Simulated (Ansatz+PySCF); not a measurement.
## singlet HCl: levels of theory in one basis

```xyz
2

H     0.0000    0.0000   -2.6704
Cl    0.0000    0.0000    0.1571
```

Basis set: 6-31G (spherical functions). Frozen core: 5 orbitals. Charge 0, multiplicity 1.

Computed with Ansatz (development build ahead of 0.2.0); each method stands on the lowest determinant of its kind that the runs found.

```
                            method  E − E(RHF) (eV)  <S²> of the determinant
                               RHF             0.00                     0.00
                               UHF            -3.13                     0.97
                           UHF-MP2            -3.83                     0.97
                          RHF-CCSD            -4.02                        –
                       RHF-CCSD(T)            -4.14                        –
                       UHF-CCSD(T)            -4.08                     0.97
full CI (lowest root of this spin)            -4.12                        –
```

**Question.** What does RHF-MP2 give on the same scale?

**Answer.** -2.70 eV.

At such a shape the full CI root can have another spatial symmetry than the determinants, so the rows needn't describe one state.

**Question.** Is a single determinant a sound starting point here?

**Answer.** It is doubtful. Unrestricted orbitals lower Hartree–Fock by 3.13 eV and <S²> is 0.97 where a pure state has 0.00, a sign of strong static correlation.

Caution for RHF, RHF-MP2, RHF-CCSD, RHF-CCSD(T): an unrestricted determinant lies well below. Caution for UHF, UHF-MP2, UHF-CCSD(T): the unrestricted determinant is a mixture of spin states. Caution for RHF-MP2, UHF-MP2, RHF-CCSD, UHF-CCSD(T): large amplitudes, a single reference is doubtful. Caution for UHF-MP2, UHF-CCSD(T): a plain start can end on a higher determinant. Caution for RHF-CCSD(T): very large amplitudes, the method is breaking down; the amplitudes may be one of several solutions. Caution for UHF-CCSD(T): another reference gives a lower total.
